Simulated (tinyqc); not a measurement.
UHF in the sto-3g basis, for H2O, spin multiplicity 3, step by step. This run ends on a higher stationary point, not on the lowest solution. One step of it, computed by the program tinyqc.

Problem. Orthogonalisation. S = U s U^T; symmetric (Loewdin) form X = U s^(-1/2) U^T, so that X^T S X = 1.

overlap S, lower triangle:
```
           1O 1s     1O 2s    1O 2px     1O 2py    1O 2pz     2H 1s     3H 1s
1O 1s   1.000000
1O 2s   0.236704  1.000000
1O 2px  0.000000  0.000000  1.000000
1O 2py  0.000000  0.000000  0.000000   1.000000
1O 2pz  0.000000  0.000000  0.000000   0.000000  1.000000
2H 1s   0.050866  0.458556  0.000000   0.299584  0.241234  1.000000
3H 1s   0.050866  0.458556  0.000000  -0.299584  0.241234  0.245946  1.000000
```

Give: eigenvalues of S; X.

Solution.

eigenvalues of S: 0.358  0.436  0.884  1.000  1.097  1.318  1.907

X, lower triangle:
```
         1O 1s   1O 2s  1O 2px  1O 2py  1O 2pz   2H 1s  3H 1s
1O 1s    1.024
1O 2s   -0.142   1.228
1O 2px   0.000   0.000   1.000
1O 2py   0.000   0.000   0.000   1.103
1O 2pz  -0.010   0.106   0.000   0.000   1.055
2H 1s    0.021  -0.281   0.000  -0.219  -0.145   1.194
3H 1s    0.021  -0.281   0.000   0.219  -0.145  -0.088  1.194
```
